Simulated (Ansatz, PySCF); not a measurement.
Species: cyclobutane, C4H8, charge 0, multiplicity 1. 
Geometry from a B3LYP-D3(BJ)/def2-TZVP (Ansatz, a program for electronic structure) optimisation:
```xyz
12

C     -0.0021     1.0817     0.1209
C      0.0007    -1.0808     0.1288
C     -1.0806    -0.0019    -0.1307
C      1.0820     0.0010    -0.1189
H      0.0003     1.9568    -0.5289
H     -0.0082     1.4196     1.1583
H      0.0054    -1.9605    -0.5146
H     -0.0045    -1.4112     1.1686
H     -1.9615    -0.0007     0.5111
H     -1.4091    -0.0061    -1.1712
H      1.9558     0.0045     0.5324
H      1.4217    -0.0023    -1.1558
```


Wanted: enthalpy of formation at 298 K (from the atomisation energy, B3LYP-D3(BJ)/def2-TZVP harmonic zero-point and thermal terms from PySCF, and the atoms' enthalpies of formation in the G2/97 table; no spin-orbit terms, and no core term in the frozen-core levels), in kcal/mol. Correlated levels leave the core frozen unless marked. UHF or UKS for open shells. Spin-orbit coupling is left out. Non-relativistic. The coupled-cluster limit lacks core correlation, which all-electron functionals hold. Basis-set limits of correlation are two-point, X^-3; Hartree-Fock from the larger set. The bracket is a focal-point correction in the basis named.

Measured: 6.8 kcal/mol (G2/97 table in ASE (Curtiss et al.)); it holds spin-orbit and relativistic effects, and any other conformers, which these rows lack, and core correlation, which the frozen-core levels lack. This is an older compilation, not checked against later work.

| level | program | enthalpy of formation at 298 K (kcal/mol) | error against measurement |
|---|---|---|---|
| HF/cc-pVTZ | Ansatz | 287.1 | 280.3 |
| HF/def2-TZVPD | PySCF | 288.5 | 281.7 |
| r2SCAN/def2-TZVPD | Ansatz | 7.9 | 1.1 |
| r2SCAN-D4/def2-TZVPD | Ansatz + dftd4 | 6.8 | 0.0 |
| B97M-V/def2-TZVPD | Ansatz | 7.9 | 1.1 |
| PBE0/STO-3G | Ansatz | -242.2 | -249.0 |
| PBE0/6-31G* | Ansatz | -4.4 | -11.2 |
| PBE0-D4/def2-TZVP | Ansatz + dftd4 | -2.4 | -9.2 |
| r2SCAN0/def2-TZVPD | Ansatz | 16.7 | 9.9 |
| CAM-B3LYP-D3(BJ)/def2-TZVPD | Ansatz + dftd3 | 3.9 | -2.9 |
| CAM-B3LYP/def2-TZVPD | Ansatz | 7.4 | 0.6 |
| MP2/6-31G | Ansatz | 151.9 | 145.1 |
| MP2/6-31G* | Ansatz | 89.8 | 83.0 |
| MP2/aug-cc-pVDZ | Ansatz | 64.1 | 57.3 |
| RI-MP2/CBS(cc-pVTZ,cc-pVQZ)+[CCSD(T)-MP2]/cc-pVTZ | Ansatz | 7.8 | 1.0 |
